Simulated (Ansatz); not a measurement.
# CH5NSi: ladder of basis sets, by script

How does the energy of CH5NSi converge with the basis? The task is a ladder of basis sets, for CH5NSi. SMILES: C1N[SiH2]1.

Program: Ansatz 0.2.0, driven from Python. The levels of theory stand in the script. These are calculated values, not measurements.

## (1) The structure

Bond lengths: C1–N2 1.420 Å, C1–Si3 1.756 Å, N2–Si3 1.684 Å, C1–H4 1.040 Å, C1–H5 1.111 Å, N2–H6 1.035 Å, Si3–H7 1.538 Å, Si3–H8 1.449 Å. Angles (14 of 15 angles, heavy atoms first): C1–N2–Si3 68.3°, N2–C1–Si3 63.0°, C1–Si3–N2 48.7°, C1–N2–H6 112.1°, Si3–N2–H6 110.0°, N2–C1–H4 117.2°, N2–C1–H5 118.8°, Si3–C1–H4 117.5°, Si3–C1–H5 120.3°, C1–Si3–H7 119.1°, C1–Si3–H8 122.9°, N2–Si3–H7 103.5°, N2–Si3–H8 106.9°, H4–C1–H5 112.0°.

The script holds or builds the structure itself.

## (2) Script

run_basis.py reads:

```python
import ansatz as az

GEOMETRY = """
C    -0.65550    0.32700   -0.59470
N    -0.28680    0.49190    0.76710
Si    0.50640   -0.81460    0.06100
H    -1.61540   -0.02240   -0.78870
H    -0.33480    1.09260   -1.33270
H     0.37310    1.27860    0.89860
H     1.98990   -0.41490    0.12880
H     0.11530   -1.99540    0.80470
"""

geometry = az.Crystal.molecule()
for line in GEOMETRY.strip().splitlines():
    symbol, *xyz = line.split()
    geometry = geometry.atom(symbol, [float(v) for v in xyz])

calculation = geometry.calculation().correlation("mp2")

energies = {}
for basis in ["cc-pVDZ", "cc-pVTZ"]:
    r = calculation.basis(gaussian=basis).run(threads=1, backend="cpu").report
    size = r["n_frozen"] + r["n_occupied"][0] + r["n_virtual"][0]
    energies[basis] = (r["reference_energy_ev"] / 27.211386246, r["free_energy_ev"] / 27.211386246)
    print(f"{basis:14s} {size:4d} orbitals  reference {energies[basis][0]:14.6f} Ha  total {energies[basis][1]:14.6f} Ha")

small, large = (energies[b][1] - energies[b][0] for b in ("cc-pVDZ", "cc-pVTZ"))
limit = (3 ** 3 * large - 2 ** 3 * small) / (3 ** 3 - 2 ** 3)
print(f"correlation energy: {small:.6f} and {large:.6f} Ha, extrapolated {limit:.6f} Ha")
print(f"share caught by the larger set: {100 * large / limit:.1f} %")
```

## (3) The input behind the calls

The engine receives this input (first run):

```yaml
crystal:
  periodic: [false, false, false]
  atoms:
    - { symbol: C, position_ang: [-0.6555, 0.327, -0.5947] }
    - { symbol: "N", position_ang: [-0.2868, 0.4919, 0.7671] }
    - { symbol: Si, position_ang: [0.5064, -0.8146, 0.061] }
    - { symbol: H, position_ang: [-1.6154, -0.0224, -0.7887] }
    - { symbol: H, position_ang: [-0.3348, 1.0926, -1.3327] }
    - { symbol: H, position_ang: [0.3731, 1.2786, 0.8986] }
    - { symbol: H, position_ang: [1.9899, -0.4149, 0.1288] }
    - { symbol: H, position_ang: [0.1153, -1.9954, 0.8047] }
basis:
  gaussian:
    orbitals: cc-pVDZ
correlation:
  method: mp2
```

## (4) Running it

Started as:

```
$ python run_basis.py
```

Output:

```text
cc-pVDZ          71 orbitals  reference    -384.077785 Ha  total    -384.488424 Ha
cc-pVTZ         164 orbitals  reference    -384.131774 Ha  total    -384.639055 Ha
correlation energy: -0.410640 and -0.507281 Ha, extrapolated -0.547972 Ha
share caught by the larger set: 92.6 %
```

It took 4.2 s on 1 thread of Arm Neoverse V1, shared host; peak memory 0.32 GiB.

## (5) Inputs of later runs

The engine's inputs for the other runs:

Run 2, against run 1:

```diff
@@ -14 +14 @@
-    orbitals: cc-pVDZ
+    orbitals: cc-pVTZ
```

## (6) What each run gave

The 2 runs, in the order started:

```
run    basis  energy (eV)  iterations in all  CPU time (s)
  1  cc-pVDZ  -10462.4630                 11          0.67
  2  cc-pVTZ  -10466.5619                 11             3
```

Correlation energies (total less mean field):

```
  basis  correlation (eV)  share of the last  miss against the last (eV)  CPU time (s)
cc-pVDZ           -11.174             80.9 %                      +2.630          0.67
cc-pVTZ           -13.804            100.0 %                      +0.000             3
```

## (7) Summary of results

| quantity | value |
| --- | --- |
| extrapolated correlation energy | -0.547972 Ha |
| runs compared | 2 |
| correlation energy, last run | -13.804 eV |

**Reading.** Against cc-pVDZ: cc-pVTZ -150.6 mHa. The last step alone is -150.63 mHa. From the first set to the last the time grows from 0.7 to 3.0 s. Reading the output:
- The drop along the ladder measures the basis error, and is no property of the molecule.
- The geometry is a force-field or estimated start, not a minimum of this method, and the last set is no limit. Much of the fall in a total is atomic energy, which cancels in bond and reaction energies.
- Inner cores stay frozen, so this is valence correlation.
- For Al to Cl the sets with a tight d function, cc-pV(X+d)Z, are usual.
- An extrapolation from small basis sets is rough.
